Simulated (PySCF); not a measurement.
Compound: C₄H₅F₂ (charge +1).
Bonds: C1–C2, C2–C3, C3–C4 (double), C4–F5, C4–F6. Hydrogens: H7, H8, H9 on C1; H10 on C2; H11 on C3.

Method used: PBE0-D3(BJ)/def2-SVP geometry optimisation, gas phase in PySCF 2.14.0.

**Question.** What internal coordinates does the optimisation give?

**Answer.** 
```tsv
bond	length (Å)
C1–C2	1.455
C2–C3	1.377
C3=C4	1.389
C4–F5	1.261
C4–F6	1.266
C1–H7, C1–H9	1.108
C1–H8	1.096
C2–H10	1.099
C3–H11	1.093
```

Bonds in one row agree within 0.01 Å and their mean is given. A selection of angles:
```tsv
angle	degrees
C2–C1–H7	108.8
C2–C1–H8	114.5
H7–C1–H8	110.6
H7–C1–H9	103.3
H8–C1–H9	110.5
C1–C2–C3	124.9
C1–C2–H10	117.0
C3–C2–H10	118.1
C2–C3–C4	120.3
C2–C3–H11	122.9
C4–C3–H11	116.8
C3–C4–F5	122.5
C3–C4–F6	124.0
F5–C4–F6	113.6
```

Dihedral angles: C1–C2–C3–C4 180° (antiperiplanar); C2–C3–C4–F5 180° (antiperiplanar).

The 3 C–C bonds span 1.377 Å (C2–C3, drawn single in a drawing that doesn't fit all lengths) to 1.455 Å (C1–C2, drawn single in a drawing that doesn't fit all lengths), a spread of 0.078 Å. The 6 heavy atoms lie in one plane (0.002 Å rms). C2 (carbon bonded to 2 C and H) is planar (angles 124.9°, 118.1° and 117.0°, sum 360.0°, 0.00 Å off the plane of its three neighbours). C4 (carbon bonded to C and 2 F) is planar (angles 124.0°, 122.5° and 113.6°, sum 360.0°, 0.00 Å off the plane of its three neighbours). Of the pairs four or more bonds apart, F6···H10 is among the closest relative to their van der Waals radii: 2.46 Å, 92 % of the sum of Bondi's values. C3 (carbon bonded to 2 C and H) is planar (angles 122.9°, 120.3° and 116.8°, sum 360.0°, 0.00 Å off the plane of its three neighbours).

Point group: Cs (every atom within 0.08 Å of its image). No frequency check.

One conformer stands for the species.
